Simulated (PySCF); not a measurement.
Species: AlH2(vinyl), C₂H₅Al.
Geometry (PBE0-D3(BJ)/def2-SVP, Å), atoms numbered from 1 in this order:
```
atom  x, y, z in Å
Al1    0.8344    1.1709   -0.4047
H2     1.9138    1.5712   -1.5034
H3     0.3652    2.2154    0.7021
C4     0.0315   -0.5996   -0.3480
C5    -0.8772   -0.9024    0.5959
H6     0.2811   -1.3964   -1.0631
H7    -1.1911   -0.1719    1.3533
H8    -1.3578   -1.8872    0.6679
```

Level of theory: PySCF, TDDFT CAM-B3LYP/def2-SVPD, vertical, gas phase, core orbitals frozen in the response.

```
state  E (eV)  E (hartree)       f  |μ| (D)  symmetry     main configurations (H = HOMO, L = LUMO)
   S1    5.04       0.1854  0.0013     0.27         –                                  H-1→L (97%)
   S2    5.44       0.2001  0.0001     0.08         –                                  H-2→L (97%)
   S3    5.95       0.2187   0.185     2.86        A′                                    H→L (98%)
   S4    6.90       0.2535  0.0098     0.61        A″                                H-1→L+2 (88%)
   S5    7.57       0.2781   0.079     1.66        A″                     H→L+1 (66%), H→L+3 (25%)
   S6    7.70       0.2829   0.107     1.92        A′    H-1→L+1 (42%), H→L+2 (34%), H-1→L+3 (17%)
   S7    7.89       0.2898   0.023     0.87        A″                     H-3→L (71%), H-4→L (10%)
   S8    7.91       0.2909   0.068     1.50        A′                   H→L+2 (46%), H-1→L+1 (41%)
   S9    8.07       0.2965  0.0033     0.33        A″                                H-2→L+2 (94%)
  S10    8.13       0.2987   0.098     1.78        A′                 H-2→L+1 (54%), H-2→L+3 (23%)
  S11    8.30       0.3051   0.079     1.58        A′                 H-2→L+3 (55%), H-2→L+1 (34%)
  S12    8.33       0.3062  0.0031     0.31        A″                     H→L+4 (62%), H→L+5 (27%)
  S13    8.47       0.3111  0.0040     0.35        A′                 H-1→L+4 (77%), H-1→L+3 (10%)
  S14    8.57       0.3150   0.082     1.59        A′  H-2→L+4 (39%), H-1→L+5 (30%), H-1→L+3 (12%)
  S15    8.66       0.3183  0.0000     0.03         –                     H→L+6 (45%), H→L+5 (44%)
```

Triplets (Tamm–Dancoff): T1 3.92 eV, H→L (68%), H→L+2 (28%); T2 4.60 eV, H-1→L (92%); T3 5.00 eV, H-2→L (94%); T4 6.35 eV, H-1→L+2 (72%), H-3→L (15%).

The lowest singlet lies at 5.04 eV (246 nm, ultraviolet) and is very weak; its leading configuration is HOMO-1→LUMO (97%). The strongest level in the table is S3 at 5.95 eV (208 nm, f = 0.185). Löwdin shares by element: HOMO carbon 82%, aluminium 6%, hydrogen 4% or more; LUMO aluminium 51%, carbon 31%, hydrogen 8% or more. Weighted by f, the mean energy of these states is 7.48 eV. Orbital energies (eV): HOMO-3 -12.11, HOMO-2 -9.79, HOMO-1 -9.51, HOMO -9.44, LUMO -0.70, LUMO+1 1.01, LUMO+2 1.34. The listed states span 3.62 eV, and the widest gap between neighbours is 0.95 eV (S3 to S4). Symmetry labels in Cs follow from the direction of the transition dipole and are given only for states with f of 0.002 or more. The window holds the lowest 15 singlets.

One conformer stands for the species.
